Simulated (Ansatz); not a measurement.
`C=CC(O)=S`. Charge 0, multiplicity 1. Geometry: relaxed with PBE0-D4/def2-TZVP. It is one conformer, not always the lowest.

```xyz
9

C     1.405    0.670    0.368
C     0.550   -0.054   -0.345
C    -0.852   -0.246    0.024
O    -1.470   -1.017   -0.873
S    -1.620    0.364    1.329
H     1.082    1.161    1.280
H     2.436    0.784    0.057
H     0.859   -0.551   -1.260
H    -2.389   -1.110   -0.580
```

(1) What is the dipole moment at B3LYP/def2-TZVPP? (Estimate.)

(2) And with PBE, r2SCAN, ωB97M-V? (Estimate.)

(3) Give the Mulliken charges with B3LYP, ωB97M-V, r2SCAN in def2-TZVPP. (Estimate.)

Results:

(1) The calculation gave: 1.76 D, with components (1.17, -0.44, -1.23) D in this frame, pointing from negative to positive charge.

(2) Ansatz gave: PBE 1.74 D, r2SCAN 1.87 D, ωB97M-V 1.75 D.

(3) Computed: 
| atom | B3LYP | ωB97M-V | r2SCAN |
| --- | --- | --- | --- |
| C1 | -0.14 | -0.14 | -0.10 |
| C2 | -0.14 | -0.14 | -0.14 |
| C3 | 0.25 | 0.20 | 0.26 |
| O4 | -0.23 | -0.22 | -0.25 |
| S5 | -0.29 | -0.25 | -0.29 |
| H6 | 0.12 | 0.12 | 0.10 |
| H7 | 0.12 | 0.12 | 0.10 |
| H8 | 0.12 | 0.12 | 0.10 |
| H9 | 0.20 | 0.20 | 0.22 |

B3LYP here is the variant with VWN-RPA as its local correlation; programs differ in this.
